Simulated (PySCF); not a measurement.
Problem. Write Cartesian coordinates for `C=CC(=C)C=O` as optimised with GFN2-xTB.

Solution. 
```
atom  x, y, z in Å
C1     1.5727    1.0313   -0.6132
C2     0.5706    0.1986   -0.8669
C3    -0.4264   -0.3046    0.0714
C4    -1.3920   -1.1457   -0.3288
C5    -0.4053    0.0958    1.4948
O6    -1.1944   -0.2794    2.3233
H7     1.7699    1.4466    0.3595
H8     2.2496    1.3339   -1.3937
H9     0.4442   -0.1723   -1.8770
H10   -1.4765   -1.4849   -1.3474
H11   -2.1200   -1.5073    0.3782
H12    0.4086    0.7874    1.7737
```

Orientation and origin are arbitrary. Atoms count from 1 in this order. The C–C distances run from 1.327 Å (C1=C2, drawn double) to 1.479 Å (C3–C5, drawn single), a spread of 0.152 Å. The 6 heavy atoms lie in one plane (0.001 Å rms). Of the pairs four or more bonds apart, H7···H12 is among the closest relative to their van der Waals radii: 2.07 Å, 86 % of the sum of Bondi's values.

Bonds between heavy atoms (Å): C1=C2 1.327, C2–C3 1.459, C3=C4 1.342, C3–C5 1.479, C5=O6 1.204.

Structure optimised with GFN2-xTB, isolated species.

Point group: Cs (tolerance 0.08 Å). Not checked by GFN2-xTB frequencies. The numbers are those of one conformer (C1–C2–C3–C4 180°, C2–C3–C5–O6 180°).

All values are computed, not measured.
